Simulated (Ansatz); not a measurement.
`C1=CNC1`. Total charge 0; spin multiplicity 1.

```xyz
9

C    -0.609   -0.126   -0.806
C    -0.978    0.134    0.455
N     0.321    0.374    0.967
C     0.832   -0.011   -0.382
H    -1.113   -0.229   -1.754
H    -1.907    0.232    1.003
H     0.626   -0.208    1.739
H     1.428    0.780   -0.846
H     1.400   -0.945   -0.376
```

Question: List the harmonic frequencies (cm⁻¹, unscaled) at PBE0-D4/def2-TZVP in Ansatz. (Estimate.)

Answer: The calculation gave: 423, 660, 810, 885, 938, 948, 958, 1018, 1070, 1120, 1192, 1230, 1298, 1355, 1474, 1628, 3063, 3114, 3210, 3276, 3523.

Question: Is this a minimum?

Answer: Yes, all 21 modes are real.

Question: Give the ideal-gas thermochemistry at 298.15 K and 1 bar (rigid rotor, harmonic oscillator; point group C1, symmetry number 1).

Answer: Zero-point energy 198.5 kJ/mol; H(298) − E = 210.6 kJ/mol; entropy 264.5 J/(mol·K), of which translation 158.9, rotation 96.1, vibration 9.6; G(298) − E = 131.8 kJ/mol.
